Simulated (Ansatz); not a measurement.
Born–Oppenheimer molecular dynamics of AlH3 (4 atoms, charge 0, multiplicity 1). It starts at the highest image of a converged band. Of that band: Neighbouring images differ by up to 1.5 eV, so the band resolves the path poorly. A vibrational analysis at the climbing image gives one clearly imaginary mode, 1401i cm⁻¹: a first-order saddle point.

Computed with RKS BHLYP/6-31G* in Ansatz 0.2.0.

* ensemble: NVE (velocity Verlet)
* time step: 0.5 fs
* steps asked: 200
* starting velocities drawn for: 100 K
* seed: 8715

Frames 5 fs apart, positions in Å, forces in eV/Å.

Velocities at 0.0 fs (Å/ps):

```
Al -0.37 0.16 0.41
H -1.84 -4.00 -8.69
H 17.35 2.69 3.16
H -5.72 -3.01 -5.58
```

```xyz
4
Properties=species:S:1:pos:R:3:forces:R:3 time_fs=0.0 energy_less_start_eV=0.000 T=100
Al -0.271 0.000 0.616 -0.01 0.00 0.02
H 1.165 0.000 1.272 0.01 0.00 0.01
H 1.378 0.000 -0.092 -0.02 0.00 -0.02
H -0.704 0.000 -0.890 0.01 0.00 -0.02
4
Properties=species:S:1:pos:R:3:forces:R:3 time_fs=5.0 energy_less_start_eV=-0.001 T=105
Al -0.273 0.001 0.617 -0.46 -0.04 -0.18
H 1.178 -0.018 1.224 0.42 0.04 -0.29
H 1.452 0.012 -0.066 -0.20 -0.04 0.30
H -0.720 -0.014 -0.906 0.24 0.03 0.16
4
Properties=species:S:1:pos:R:3:forces:R:3 time_fs=10.0 energy_less_start_eV=-0.317 T=1332
Al -0.280 0.001 0.618 -1.61 -0.04 1.06
H 1.287 -0.026 1.083 0.83 0.12 -1.78
H 1.490 0.015 0.042 0.25 -0.12 1.16
H -0.680 -0.021 -0.900 0.53 0.03 -0.43
4
Properties=species:S:1:pos:R:3:forces:R:3 time_fs=15.0 energy_less_start_eV=-1.223 T=4758
Al -0.302 0.001 0.628 -1.86 0.00 0.82
H 1.564 -0.018 0.825 0.34 -0.04 1.92
H 1.636 0.002 0.130 0.91 0.03 -2.57
H -0.514 -0.022 -0.987 0.61 0.01 -0.17
4
Properties=species:S:1:pos:R:3:forces:R:3 time_fs=20.0 energy_less_start_eV=-1.422 T=5593
Al -0.340 0.002 0.644 -0.25 -0.01 -0.74
H 1.917 -0.016 0.756 0.30 0.04 -3.12
H 1.980 -0.006 -0.122 -0.14 -0.04 2.99
H -0.211 -0.020 -1.099 0.09 0.02 0.87
4
Properties=species:S:1:pos:R:3:forces:R:3 time_fs=25.0 energy_less_start_eV=-1.349 T=5319
Al -0.380 0.002 0.655 0.33 -0.01 -0.88
H 2.299 -0.001 0.589 0.32 -0.12 -3.65
H 2.341 -0.029 -0.317 -0.23 0.12 3.79
H 0.114 -0.015 -1.023 -0.41 0.01 0.75
4
Properties=species:S:1:pos:R:3:forces:R:3 time_fs=30.0 energy_less_start_eV=-1.114 T=4462
Al -0.417 0.002 0.658 -0.05 0.00 0.12
H 2.717 -0.001 0.259 0.49 0.59 9.96
H 2.697 -0.036 -0.323 -0.33 -0.59 -9.88
H 0.354 -0.008 -0.786 -0.12 0.00 -0.20
4
Properties=species:S:1:pos:R:3:forces:R:3 time_fs=35.0 energy_less_start_eV=-1.170 T=4637
Al -0.456 0.002 0.662 -0.28 0.00 0.37
H 3.190 0.020 0.277 -0.59 -0.39 -4.28
H 3.035 -0.063 -0.653 0.72 0.39 4.34
H 0.565 -0.002 -0.584 0.15 0.00 -0.42
4
Properties=species:S:1:pos:R:3:forces:R:3 time_fs=40.0 energy_less_start_eV=-1.632 T=6379
Al -0.495 0.002 0.669 0.41 0.00 -0.36
H 3.685 0.023 0.040 -0.87 -0.30 -2.37
H 3.381 -0.073 -0.717 0.94 0.30 2.39
H 0.791 0.004 -0.461 -0.48 0.00 0.34
4
Properties=species:S:1:pos:R:3:forces:R:3 time_fs=45.0 energy_less_start_eV=-1.552 T=6015
Al -0.532 0.002 0.673 0.56 0.00 -0.37
H 4.128 0.014 -0.215 2.57 0.64 4.14
H 3.795 -0.070 -0.758 -2.55 -0.64 -4.14
H 0.916 0.009 -0.273 -0.58 0.00 0.36
4
Properties=species:S:1:pos:R:3:forces:R:3 time_fs=50.0 energy_less_start_eV=-1.085 T=4311
Al -0.565 0.002 0.674 -0.22 0.00 0.10
H 4.738 0.038 -0.296 -3.25 -0.65 -3.19
H 4.047 -0.100 -0.971 3.24 0.65 3.20
H 0.920 0.013 -0.008 0.22 0.00 -0.11
4
Properties=species:S:1:pos:R:3:forces:R:3 time_fs=55.0 energy_less_start_eV=-1.781 T=6906
Al -0.598 0.002 0.676 -0.37 0.00 0.10
H 5.143 0.018 -0.609 0.13 0.02 0.06
H 4.505 -0.085 -0.952 -0.13 -0.02 -0.06
H 0.965 0.018 0.241 0.37 0.00 -0.11
```

Of the whole run (100 fs, mean temperature of the second half 5528 K): The conserved energy wandered by up to 6.7 meV per atom (net 2.1 meV per atom), which is poor conservation. The system heated up, since it started high on the potential surface and ran downhill. A run of 0.1 ps of so small a system gives no equilibrium averages. The orbitals stay closed-shell, which can raise the energy where a bond breaks towards radicals; this wasn't checked here.

Run time: 91 s on 1 thread of Intel(R) Xeon(R) Platinum 8375C CPU @ 2.90GHz (Ice Lake) (shared host), peak memory 0.093 GiB.
